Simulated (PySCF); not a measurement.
**LiMg⁺ at PBE0**

Computed with PBE0; basis Li cc-pVDZ, Mg cc-pVDZ; no relativity; PySCF 2.14.

```
state                                                                                                              : ³Σ⁺ (triplet), unpaired electrons σ ↑↑, a second solution, started from another occupation
bond length                                                                                                        : 6.781 bohr
harmonic wavenumber                                                                                                : 182 cm⁻¹
force constant                                                                                                     : 0.106 mdyn/Å
rotational constant Be                                                                                             : 0.2412 cm⁻¹
anharmonicity ωexe                                                                                                 : 1.13 cm⁻¹
vibration–rotation constant αe                                                                                     : 0.00224 cm⁻¹
energy of the minimum from ground-state Li⁺ + Mg                                                                   : 1.04 eV
bond order (Mayer)                                                                                                 : 0.47
dipole moment (positive dipole points towards Mg; it is taken about the centre of mass and depends on that origin) : -6.21 D
```

For an ion De counts to the pair picked by the measured ionisation energies or electron affinities, which need not be the lowest pair at this level.
